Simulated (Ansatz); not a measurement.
# AlHF2: basis-set convergence

Aim: see how fast density functionals and correlated methods converge with the basis set for AlHF2.

Program: Ansatz 0.2.0, Gaussian basis. Level of theory: one geometry, several basis sets. These are calculated values, not measurements.

The runs, in order: PBE0-D4/def2-SVP; ωB97M-V/def2-SVP; PBE0-D4/def2-QZVPP; ωB97M-V/def2-QZVPP; CCSD(T)/cc-pV(D+d)Z; CCSD(T)/cc-pV(T+d)Z; CCSD(T)/cc-pV(Q+d)Z; the functionals' def2-TZVPP values are taken from earlier runs.

## Step 1: The relaxed structure

The geometry comes from an earlier relaxation with PBE0-D4 in a triple-zeta def2 set; it is a stationary point.

SMILES `[F][AlH][F]`, 4 atoms, charge 0, spin multiplicity 1.

Atoms are counted from 1 here; the program's logs count them from 0.

Bond lengths: F1–Al2 1.639 Å, Al2–F3 1.639 Å, Al2–H4 1.559 Å. Angles: F1–Al2–F3 118.0°, F1–Al2–H4 121.0°, F3–Al2–H4 121.0°.

## Step 2: PBE0-D4 in def2-SVP

in.yaml

```yaml
crystal:
  periodic: [false, false, false]
  atoms:
    - {symbol: F, position_ang: [-0.018954, -0.988335, 1.292495]}
    - {symbol: Al, position_ang: [0.039062, 0.004898, -0.009778]}
    - {symbol: F, position_ang: [-1.212131, -0.040761, -1.067242]}
    - {symbol: H, position_ang: [1.247623, 0.963897, -0.235776]}
basis:
  gaussian: {orbitals: def2-SVP}
hamiltonian: {xc: pbe0, dispersion: d4}
output: {orbitals: {seedname: orbitals}}
```

Launch:

```
$ ansatz run in.yaml --threads 2 --pin off --events-out ev --progress --plain --max-ram 32768MiB --backend cpu
```

The runs that follow: ωB97M-V in def2-SVP; PBE0-D4 in def2-QZVPP; ωB97M-V in def2-QZVPP; CCSD(T) in cc-pV(D+d)Z; CCSD(T) in cc-pV(T+d)Z; CCSD(T) in cc-pV(Q+d)Z.

Q: Predict the results of all the runs planned. Wanted: MP2 correlation recovered, cc-pV(D+d)Z; MP2 correlation recovered, cc-pV(T+d)Z; MP2 correlation recovered, cc-pV(Q+d)Z; CCSD(T) limit from def2 sets; PBE0-D4: double and triple zeta above quadruple; ωB97M-V: double and triple zeta above quadruple.

The runs gave:

| quantity | value |
| --- | --- |
| MP2 correlation recovered, cc-pV(D+d)Z | 65.0 % |
| MP2 correlation recovered, cc-pV(T+d)Z | 86.4 % |
| MP2 correlation recovered, cc-pV(Q+d)Z | 94.4 % |
| CCSD(T) limit from def2 sets (earlier runs) less the limit of this series | 25 meV |
| PBE0-D4: double and triple zeta above quadruple | 9.95, 0.55 eV |
| ωB97M-V: double and triple zeta above quadruple | 10.03, 0.52 eV |

What this shows: For PBE0-D4 the step from double to triple zeta gains 9.40 eV and the next only 0.55 eV. Correlation climbs from 65 % (cc-pV(D+d)Z) to 94 % (cc-pV(Q+d)Z) of the limit; Hartree-Fock is 0.198 eV from its own by then. A limit from the def2 sets, made apart, differs by 25 meV, a least measure of the doubt on such a limit. These are total energies; as a rule much of such shifts cancels in differences, which this series doesn't test. The LUMO of ωB97M-V is positive and keeps falling with the basis (1.04 to 0.37 eV): an unbound level that the basis holds in place.
